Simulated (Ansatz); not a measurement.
# How far each method lies from full CI for AsH2⁺, singlet

Geometry: that of the AsH2⁺, triplet, kept fixed.

```yaml
atoms:
  - { symbol: As, position_ang: [0.0000, -0.0191, 0.0000] }
  - { symbol: H, position_ang: [0.0000, 0.7098, -1.3240] }
  - { symbol: H, position_ang: [0.0000, 0.7098, 1.3240] }
```

Basis cc-pVTZ; Ansatz 0.2.0. Only valence electrons are correlated (noble-gas cores and the filled d shells of p-block atoms frozen), which leaves 6 electrons in 57 orbitals. R marks a restricted (for open shells ROHF) determinant. Active spaces: valence = (6e, 6o) chosen from the atoms' valence shells. No spin–orbit coupling is included, and no scalar relativity.

Full CI is exact within this basis and frozen core; it isn't the basis-set limit.

```
UHF ⟨S²⟩                          : 0.673
T1 diagnostic (RCCSD)             : 0.0118
largest doubles amplitude (RCCSD) : 0.116
```

**Question.** From what is known of these methods and the diagnostics, rank them by the size of their error in total energy against full CI in cc-pVTZ, smallest first (an estimate: the text doesn't fix the numbers).
A. RCCSDT(Q)
B. RCCSD(T)
C. CASSCF (valence space)
D. RMP2
E. MRCISD+Q (valence space)

**Answer.** A (1 meV), E (13 meV), B (25 meV), D (854 meV), C (2314 meV).

All errors are against full CI in cc-pVTZ. Within each family the higher level lies nearer, as is usual though not guaranteed.

The full-CI state has the irrep A1 of C2v, in the program's axes.

Natural occupations of full CI about the gap: 1.958 1.943 1.887 0.076 0.036 0.033 0.012 0.009 0.009 0.007; effectively unpaired electrons, Σ n²(2−n)², 0.10.
